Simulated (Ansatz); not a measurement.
# SiH3 (doublet): the correlation ladder, cc-pVTZ

How much of the correlation energy of SiH3 (doublet) does each wave-function method recover here?

Method: cc-pVTZ, core rule «outside noble gas», up to 5 orbitals frozen; program: Ansatz 0.2.0, Gaussian basis.

The runs, in order: UHF; CCSD(T) on ROHF; CCSD(T) on UHF; BCCD(T) on ROHF; CCSDT(Q) on ROHF; CCSDT(Q) on UHF; CASSCF and MRCISD+Q, 7 electrons in 7 orbitals; CASSCF and NEVPT2, 7 electrons in 7 orbitals.

20 further runs of the same task are left out: 2 for a known fault of the program, 10 that didn't finish, 8 set aside as unsound or not needed.

### 1 The geometry

The geometry is a PBE0/def2-TZVP stationary point (not a proven minimum).

4 atoms, charge 0, spin multiplicity 2.

Atoms are counted from 1 here; the program's logs count them from 0.

Bond lengths: Si1–H2 1.486 Å, Si1–H3 1.486 Å, Si1–H4 1.486 Å. Angles: H2–Si1–H3 111.3°, H2–Si1–H4 111.3°, H3–Si1–H4 111.3°.

Geometry (Å):

| atom | x (Å) | y (Å) | z (Å) |
| --- | --- | --- | --- |
| Si1 | 0.0001 | -0.0001 | -0.0437 |
| H2 | 1.4153 | 0.0146 | 0.4091 |
| H3 | -0.7211 | 1.2200 | 0.4030 |
| H4 | -0.6968 | -1.2329 | 0.4066 |

### 2 UHF

Contents of in.yaml:

```yaml
crystal:
  periodic: [false, false, false]
  atoms:
    - {symbol: Si, position_ang: [0.000090, -0.000062, -0.043737]}
    - {symbol: H, position_ang: [1.415348, 0.014593, 0.409118]}
    - {symbol: H, position_ang: [-0.721058, 1.220018, 0.403029]}
    - {symbol: H, position_ang: [-0.696788, -1.232882, 0.406559]}
basis:
  gaussian: {orbitals: cc-pVTZ}
magnetization: {spin_polarized: true, initial_magnetization: 1}
hamiltonian: {xc: hf}
output: {orbitals: {seedname: orbitals}}
```

Started as:

```
$ ansatz run in.yaml --threads 1 --pin off --events-out ev --progress --plain --max-ram 2393MiB
```

Further steps of the session: CCSD(T) on ROHF; CCSD(T) on UHF; BCCD(T) on ROHF; CCSDT(Q) on ROHF; CCSDT(Q) on UHF; CASSCF and MRCISD+Q, 7 electrons in 7 orbitals; CASSCF and NEVPT2, 7 electrons in 7 orbitals.

Before running them: what should the planned runs give, taken together? Wanted: UCCSDT(Q) below the RHF energy; RMP2 from UCCSDT(Q); UMP2 from UCCSDT(Q); RCCSD from UCCSDT(Q); RCCSD(T) from UCCSDT(Q); UCCSD(T) from UCCSDT(Q); RCCSDT(Q) from UCCSDT(Q); NEVPT2 valence from UCCSDT(Q); MRCISD+Q valence from UCCSDT(Q).

As calculated:

```
                         quantity                                                                     value
   UCCSDT(Q) below the RHF energy                                                                -4.0472 eV
              RMP2 from UCCSDT(Q)                                                                +837.6 meV
              UMP2 from UCCSDT(Q)                                                                +831.9 meV
             RCCSD from UCCSDT(Q)                                                                +120.7 meV
          RCCSD(T) from UCCSDT(Q)                                                                 +24.4 meV
          UCCSD(T) from UCCSDT(Q)                                                                 +23.6 meV
         RCCSDT(Q) from UCCSDT(Q)                                                                  +0.9 meV
    NEVPT2 valence from UCCSDT(Q)                                                                +895.3 meV
  MRCISD+Q valence from UCCSDT(Q)                                                                 +28.4 meV
levels within 1 kcal/mol (43 meV)  RCCSD(T), UCCSD(T), BCCD(T), RCCSDT, UCCSDT, RCCSDT(Q), MRCISD+Q valence
                    T1 diagnostic                                                                     0.019
   effectively unpaired electrons                                                                      1.01
```

What this shows: RCCSD(T) lands +24.4 meV from the yardstick (0.6 % of the correlation energy). One determinant dominates. Of the multireference levels listed MRCISD+Q valence comes nearest in total energy (+28.4 meV), which doesn't show that its space is the better one. These misses are within one basis, not against nature; the frozen cores of restricted and unrestricted runs differ, which can shift their rows.
